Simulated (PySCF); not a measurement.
ClH.

```xyz
2

Cl     0.0000     0.0000    -0.0711
H      0.0000     0.0000     1.2083
```
Charge 0, spin multiplicity 1.

Geometry optimised at PBE0-D3(BJ)/def2-TZVPD.

These are PBE/pcSseg-2 in PySCF values and carry that method's errors. Non-relativistic, no solvent.

Computed absolute GIAO shielding of each atom: isotropic value and principal components (ppm):
| atom | σ(iso) | σ11 | σ22 | σ33 | span |
|---|---|---|---|---|---|
| Cl1 | 938.7 | 833.6 | 833.6 | 1148.7 | 315.1 |
| H2 | 31.0 | 24.0 | 24.0 | 45.2 | 21.2 |
